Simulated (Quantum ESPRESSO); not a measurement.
Rutile CrO2 was calculated with PBE in Quantum ESPRESSO (norm-conserving pseudopotentials).

Settings: plane-wave cutoff 1279 eV, 6×6×10 k mesh (along the axes of the cell as run), Fermi–Dirac smearing 0.05 eV, magnetic order afm, spin-polarised with opposed moments.

Cell (relaxed at this level):

```yaml
crystal:
  lattice:
    - [4.46889, 0.00000, 0.00000]
    - [0.00000, 4.46889, 0.00000]
    - [0.00000, 0.00000, 2.89445]
  atoms:
    - { symbol: Cr, position: [0.00000, 0.00000, 0.00000] }
    - { symbol: Cr, position: [0.50000, 0.50000, 0.50000] }
    - { symbol: O, position: [0.30572, 0.30572, 0.00000] }
    - { symbol: O, position: [0.69428, 0.69428, 0.00000] }
    - { symbol: O, position: [0.19428, 0.80572, 0.50000] }
    - { symbol: O, position: [0.80572, 0.19428, 0.50000] }
```

Task: What does this level give for the magnetic moment (largest site, within a sphere)?

Result: 
magnetic moment (largest site, within a sphere): 1.60 μB

Note: eigenvalues not converged.

Moments are spin moments.

Computed values are for the static lattice.

It cost around 30 core-minutes (rough) of CPU time.
